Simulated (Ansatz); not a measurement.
# CH3Al (singlet): from Hartree-Fock to the top rungs, cc-pVDZ

The task here is to estimate one member of a computed series from the others.

Method: cc-pVDZ, core rule «outside noble gas», up to 6 orbitals frozen; program: Ansatz 0.2.0, Gaussian basis.

To be run: UHF; CCSD(T) on RHF; CCSD(T) on UHF; BCCD(T) on RHF; CISD; CCSDT(Q) on RHF; CCSDT(Q) on UHF.

15 further runs of the same task are left out: 2 for a known fault of the program, 6 that didn't finish, 7 set aside as unsound or not needed.

## The system

The geometry is a PBE0/def2-TZVP stationary point (not a proven minimum).

5 atoms, charge 0, spin multiplicity 1.

Atoms are counted from 1 here; the program's logs count them from 0.

Bond lengths: Al1–C2 1.782 Å, Al1–H3 1.573 Å, C2–H4 1.086 Å, C2–H5 1.086 Å. Angles: C2–Al1–H3 171.1°, Al1–C2–H4 122.2°, Al1–C2–H5 122.2°, H4–C2–H5 114.3°.

Set-up of the first run:

in.yaml reads:

```yaml
crystal:
  periodic: [false, false, false]
  atoms:
    - {symbol: Al, position_ang: [-0.022898, 0.000000, 0.584948]}
    - {symbol: C, position_ang: [0.045057, -0.000001, -1.195748]}
    - {symbol: H, position_ang: [0.160619, 0.000001, 2.146962]}
    - {symbol: H, position_ang: [-0.042277, 0.912507, -1.778398]}
    - {symbol: H, position_ang: [-0.042277, -0.912509, -1.778397]}
basis:
  gaussian: {orbitals: cc-pVDZ}
magnetization: {spin_polarized: true, initial_magnetization: 0}
hamiltonian: {xc: hf}
output: {orbitals: {seedname: orbitals}}
```

Run with:

```bash
$ ansatz run in.yaml --threads 1 --pin off --events-out ev --progress --plain --max-ram 2393MiB
```

Steps of the session up to this table: UHF; CCSD(T) on RHF; CCSD(T) on UHF; BCCD(T) on RHF; CISD; CCSDT(Q) on RHF; CCSDT(Q) on UHF.

One table of the session follows, with a row left open; its other results are not shown here.

It belongs to the step «Misses and costs». 

```
   method  from RCCSDT(Q) (kcal/mol)
      RHF                    +154.51
      UHF                    +152.38
     RMP2                     +23.18
     CISD                     +18.61
    RCCSD                      +6.72
 RCCSD(T)                      +1.11
  BCCD(T)                      +1.14
   RCCSDT                          ?
RCCSDT(Q)                          0
```

**Question.** Estimate the row for RCCSDT.

The run gave: from RCCSDT(Q) (kcal/mol): +0.52. In the column «from RCCSDT(Q) (kcal/mol)» it lies between RCCSDT(Q) (0) and RCCSD(T) (+1.11).

Not comparable, so not listed: CCSD(T) on UHF; CCSDT(Q) on UHF (they don't share determinant, frozen orbitals or solution with the rows shown, or repeat one).

To keep in mind: Warnings: restricted reference is unstable; spin contamination.
